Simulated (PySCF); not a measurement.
Molecule: `C[C@H]1[CH+]C=CC1`, [C$_{6}$H$_{9}$]+.

Molfile (atoms numbered from 1):
```
C6H9
     RDKit          3D

 15 15  0  0  0  0  0  0  0  0999 V2000
    1.5263    0.7828   -1.6597 C   0  0  0  0  0  0  0  0  0  0  0  0
    0.0769    0.8551   -1.1611 C   0  0  1  0  0  0  0  0  0  0  0  0
   -0.7639    1.8659   -1.8183 C   0  0  0  0  0  0  0  0  0  0  0  0
   -1.9923    1.3589   -2.2249 C   0  0  0  0  0  0  0  0  0  0  0  0
   -2.0162    0.0111   -1.8904 C   0  0  0  0  0  0  0  0  0  0  0  0
   -0.7641   -0.4177   -1.2647 C   0  0  0  0  0  0  0  0  0  0  0  0
    2.0338    1.7488   -1.5328 H   0  0  0  0  0  0  0  0  0  0  0  0
    1.5644    0.5030   -2.7223 H   0  0  0  0  0  0  0  0  0  0  0  0
    2.0780    0.0310   -1.0796 H   0  0  0  0  0  0  0  0  0  0  0  0
    0.1178    1.1785   -0.0952 H   0  0  0  0  0  0  0  0  0  0  0  0
   -0.4471    2.9064   -1.9555 H   0  0  0  0  0  0  0  0  0  0  0  0
   -2.7931    1.9175   -2.7112 H   0  0  0  0  0  0  0  0  0  0  0  0
   -2.8672   -0.6570   -2.0650 H   0  0  0  0  0  0  0  0  0  0  0  0
   -0.9521   -0.9413   -0.3076 H   0  0  0  0  0  0  0  0  0  0  0  0
   -0.2848   -1.1941   -1.8961 H   0  0  0  0  0  0  0  0  0  0  0  0
  1  2  1  0
  2  3  1  0
  3  4  1  0
  4  5  2  0
  5  6  1  0
  6  2  1  0
  1  7  1  0
  1  8  1  0
  1  9  1  0
  2 10  1  1
  3 11  1  0
  4 12  1  0
  5 13  1  0
  6 14  1  0
  6 15  1  0
M  CHG  1   3   1
M  END
```

Geometry PBE0-D3(BJ)/def2-SVP throughout; GIAO in PySCF, gas phase, one conformer, non-relativistic; equivalent atoms averaged; functional PBE0.

For orientation, 6-31G gives these absolute shieldings σ: C2 137.6, C6 140.4, C1 182.8, H11 21.41, H13 21.56, H12 23.82, H14 28.11, H15 28.52, H7/H8/H9 30.46 ppm.

A run gave: C2 135.4, C6 138.7, C1 179.0, H11 21.11, H13 21.23, H12 23.67, H14 27.84, H15 28.30, H7/H8/H9 30.07 ppm (absolute shieldings σ).

Which basis set was used in that run?
A. 6-311+G(2d,p)
B. def2-TZVP
C. 6-31G*
D. def2-SVP

Results:

C. H14 tells them apart best: 6-31G* gives 27.84, def2-TZVP gives 27.20, 6-311+G(2d,p) gives 27.23, def2-SVP gives 27.23 ppm.
